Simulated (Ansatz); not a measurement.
Crystal: Tb2O, antifluorite type, 3 atoms in the cell.

The calculation used PBE, plane waves, PAW datasets (generated soft set 1) (Ansatz 0.2.0 development build).

Cutoff 420 eV; k-mesh 32×32×32 Γ-centred; Fermi–Dirac smearing of 0.0612 eV; no spin polarisation; no spin–orbit coupling.

| V (Å³/atom) | a (Å) | E − E(min) (meV/atom) | P (GPa) |
| --- | --- | --- | --- |
| 15.990 | 5.7678 | 15.28 | 5.17 |
| 16.330 | 5.8084 | 6.41 | 3.21 |
| 16.670 | 5.8484 | 1.48 | 1.48 |
| 17.010 | 5.8880 | 0.00 | -0.06 |
| 17.351 | 5.9269 | 1.58 | -1.41 |
| 17.691 | 5.9654 | 5.86 | -2.60 |
| 18.031 | 6.0034 | 12.52 | -3.65 |

(1) Fit a third-order Birch–Murnaghan equation of state to the energies.

Answers

(1) V₀ = 16.997 Å³/atom (a₀ = 5.886 Å), B₀ = 72.2 GPa, B₀′ = 5.23.

The published all-electron PBE values for this crystal (mean of FLEUR and WIEN2k, k-spacing 0.06 Å⁻¹; Bosoni et al., Nat. Rev. Phys. 6, 45 (2024)) are V₀ = 17.011 Å³/atom, B₀ = 71.9 GPa, B₀′ = 5.28.

The stress includes the program's correction for the finite plane-wave basis.

This cubic structure is a model: it isn't the usual form of the substance at ambient conditions, and such phases are metastable or hypothetical. The open f shell is treated without spin here, so this is a model state and not the ground state.
